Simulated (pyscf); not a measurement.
H₂Ga–SeH + hydrogen (H₂) -> H₂Se + gallane (GaH₃), a four-centre exchange (singlet surface; Ga–Se, H–H broken, H–Se, Ga–H formed). Optimised with ωB97X-D3(BJ)/def2-SVP in PySCF. Energies in kJ/mol from the separated reactants.

Small-basis levels: PySCF, no dispersion term, spherical d functions. AM1 to PM7: differences of heats of formation from MOPAC, which are fitted to 298 K values and so differ in kind from electronic energies by zero-point and thermal terms. Cost: rough CPU time at the saddle relative to B3LYP/6-31G*+LANL2DZ, from one job on a shared machine.

```csv
level,barrier,reaction energy,cost
HF/STO-3G,___,+138.8,0.3
MP2/6-31G*+LANL2DZ,188.9,+106.9,0.1
PBE/6-31G*+LANL2DZ,___,+111.4,1
B3LYP/STO-3G,148.7,+147.7,3
B3LYP/3-21G,124.3,+112.3,2
B3LYP/LANL2DZ,137.6,+92.8,1
M06-2X/6-31G*+LANL2DZ,143.1,+116.1,2
B3LYP/6-311+G**+LANL2DZ,118.4,+74.5,1
PBE/def2-SVP,84.0,+96.9,4
B3LYP/def2-SVP,112.1,+88.8,3
AM1,19.3,+192.7,under 0.02
PM7,-105.2,-552.7,under 0.02
ωB97M-D3(BJ)/def2-TZVP,___,+92.0,–
```

Task: Fill in the missing entries.

Result: 
- HF/STO-3G, barrier: 218.9
- PBE/6-31G*+LANL2DZ, barrier: 115.8
- ωB97M-D3(BJ)/def2-TZVP, barrier: 121.1

Against the last row the barrier runs from -226.3 (PM7) to +97.8 kJ/mol (HF/STO-3G). At PBE/def2-SVP, AM1, PM7 this geometry lies under one side, so the entry may be no barrier of that level: it is a single point on another level's saddle. ωB97M-D3(BJ)/def2-TZVP has limits of its own. On the product side the descent ends in an adduct with a Ga–Se contact, 63.0 kJ/mol under the separated species and 71.9 kJ/mol under the saddle at ωB97X-D3(BJ)/def2-TZVP. What is counted as broken (Ga–Se) persists as a longer contact in the product adduct; parting that adduct is a step of its own. One saddle was located; it need not be the lowest between these sides. In the def2 sets elements up to Kr have no core potential.
